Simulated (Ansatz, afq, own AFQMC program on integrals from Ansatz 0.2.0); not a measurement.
# C2HCl2FSi, singlet: AFQMC among the cluster methods

```xyz
7

C     1.5958   -0.4314    1.1852
C     0.6382   -0.2088    0.4703
Si   -0.7826    0.1306   -0.5921
F    -1.5195   -1.2504   -0.9564
Cl   -0.1877    0.9988   -2.3331
Cl   -2.1267    1.3228    0.3624
H     2.4438   -0.6296    1.8180
```

Basis def2-SVP. Noble-gas cores (and the filled d shells of Ga–Kr and In–Xe) are frozen. Ansatz 0.2.0 and our own AFQMC program on the same integrals; the CISD trial comes from CCSD amplitudes, and released means the phaseless constraint is let go. Error bars are statistical, one sigma.

Determinant: RHF, the one that the program's search chose, which needn't be the lowest solution. The geometry is a PBE0/def2-SVP stationary point of this or a neighbouring charge and spin state.

No full CI on the walks' own integrals is used here. The released AFQMC energy serves as the reference, which it does only where one determinant dominates, the energy is flat over the last release times and near the phaseless one (40 meV or 2 meV an electron, half that with transition metals). On small molecules, where full CI could be run and the noise was under 10 meV, such values lay within 10 meV of it in 19 cases of 20, a flattering rate, since the rule was set on those same cases; what remains of the bias isn't in the error bar.

Cautions: the released value is read at 0.60 1/Eh with a noise of 11 meV, more than in the cases checked (meV from the phaseless value at times in 1/Eh: -21 ± 12 at 0.20, -34 ± 12 at 0.40, -29 ± 11 at 0.60).

```
T1 diagnostic                               : 0.0117
weight of the determinant in the CISD state : 0.760
size of the correlated space                : 34 electrons in 83 orbitals
```

Q: Estimate: order these by the size of their error in total energy against AFQMC with the constraint released, smallest first.
A. MP2
B. CCSD
C. CCSD(T)
D. phaseless AFQMC with a CISD trial

A: D (2.8 ± 1.4 kJ/mol), C (9.1 ± 1.1 kJ/mol), B (71.8 ± 1.1 kJ/mol), A (167.2 ± 1.1 kJ/mol).

Reference: AFQMC with the constraint released, correlation energy -23.018 ± 0.011 eV.

Released energies are given only where the last usable release times agree within the noise; a slower fall can still hide under it.
